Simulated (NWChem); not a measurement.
# methanethiol (CH$_{4}$S); SMILES SC

Program: NWChem. Each level has its own optimisation; frequencies are unscaled.

For level Hartree-Fock/3-21G:

```yaml
r C–S (Å): 1.894
r C–H (Å): 1.077
highest harmonic frequency (cm⁻¹): 3348
lowest (cm⁻¹): 227
zero-point energy (kcal/mol): 30.5
dipole (D): 2.12
```

**Question.** How do the values read with level BLYP/def2-SVP instead?

**Answer.** The r C–S (Å) comes out as 1.849 and the r C–H (Å) comes out as 1.107. The highest harmonic frequency (cm⁻¹) is 3069 and the lowest (cm⁻¹) is 246. The zero-point energy (kcal/mol) is 27.8 and the dipole (D) is 1.39.
